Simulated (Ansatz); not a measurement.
## SiCl⁺, singlet in 6-31G: errors against full CI

Geometry: that of the SiCl, doublet, kept fixed.

```xyz
2

Si    0.0000    0.0000    0.0000
Cl    0.0000    0.0000    2.0671
```

Basis 6-31G; Ansatz 0.2.0. Correlated methods freeze the noble-gas cores, which leaves 10 electrons in 16 orbitals. Prefix R: restricted or restricted open-shell reference. Active spaces: valence = (10e, 8o) chosen from the atoms' valence shells.

Full CI is exact within this basis and frozen core; it isn't the basis-set limit.

* UHF ⟨S²⟩: 0.000
* T1 diagnostic (RCCSD): 0.0286
* largest doubles amplitude (RCCSD): 0.066

| level | E − E(full CI) (kJ/mol) | share of correlation (%) | wall time |
| --- | --- | --- | --- |
| RHF | 276.6 | 0.00 | – |
| RMP2 | 54.5 | 80.31 | – |
| CISD | 26.0 | 90.59 | 0.27 s |
| RCCSD | 14.1 | 94.89 | – |
| RCCSD(T) | 1.7 | 99.37 | 0.3 s |
| BCCD(T) | 0.8 | 99.69 | 0.24 s |
| RCCSDT | 0.2 | 99.91 | – |
| CISDTQ | 1.3 | 99.54 | 1.2 s |
| RCCSDT(Q) | -0.5 | 100.18 | 0.58 s |
| RCCSDTQ | -0.3 | 100.11 | 4 s |
| CASSCF (valence space) | 103.0 | 62.76 | – |
| NEVPT2 (valence space) | 25.2 | 90.90 | 1.4 s |
| MRCISD (valence space) | 3.5 | 98.73 | – |
| MRCISD+Q (valence space) | 1.3 | 99.54 | 1.9 s |

The correlation energy at full CI, counted from RHF, is -2.867 eV. That run took 20 s on 1 thread of Arm Neoverse V2, shared host over 4,777,056 determinants.

Times hold each run's SCF and search for its determinant on a shared host, so for small cases they say little of a method's own cost; they ran on 1 thread of Arm Neoverse V2. Some runs computed forces too.

Not variational, and here over 5 meV under the exact energy: RCCSDT(Q).

The full-CI state has the irrep A1 of C2v, in the program's axes (one component, if the state is degenerate).

Natural occupations of full CI about the gap: 1.993 1.968 1.965 1.965 1.914 0.060 0.060 0.044 0.008 0.008; effectively unpaired electrons, Σ n²(2−n)², 0.08.
